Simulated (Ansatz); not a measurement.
`CC(=S)C(=N)F`. Total charge 0; spin multiplicity 1.

Z-matrix (Å, degrees):
```
C
C 1 1.489
H 1 1.093 2 110.0
H 1 1.093 2 110.0 3 -116.1
H 1 1.087 2 110.3 3 121.9
S 2 1.615 1 124.3 3 -121.9
C 2 1.486 1 114.7 3 58.1
N 7 1.253 2 122.4 1 -0.1
F 7 1.333 2 114.9 1 179.9
H 8 1.019 7 111.6 2 -180.0
```

(1) What are the harmonic wavenumbers in cm⁻¹ at PBE0-D4/def2-TZVP (Ansatz, finite differences of forces, unscaled)? (Estimate.)

(2) Is this a minimum?

(3) Give the ideal-gas thermochemistry at 298.15 K and 1 bar (rigid rotor, harmonic oscillator; point group Cs, symmetry number 1).

(4) And at 400, 500, 600, 800 and 1000 K?

Answers

(1) The calculation gave: 52, 143, 244, 351, 357, 476, 537, 691, 713, 920, 932, 1015, 1072, 1171, 1294, 1357, 1389, 1453, 1463, 1752, 3057, 3116, 3182, 3516.

(2) Yes, all 24 modes are real.

(3) Zero-point energy 181.0 kJ/mol; H(298) − E = 200.3 kJ/mol; entropy 339.8 J/(mol·K), of which translation 166.9, rotation 114.2, vibration 58.7; G(298) − E = 99.0 kJ/mol. Modes under 100 cm⁻¹ are hindered rotations or soft bends, so the harmonic entropy is rough.

(4) 
| T (K) | H − E (kJ/mol) | S (J/mol/K) | G − E (kJ/mol) |
| --- | --- | --- | --- |
| 400 | 211.2 | 371.3 | 62.7 |
| 500 | 223.9 | 399.4 | 24.2 |
| 600 | 238.0 | 425.2 | -17.1 |
| 800 | 269.8 | 470.8 | -106.8 |
| 1000 | 305.0 | 510.0 | -205.0 |
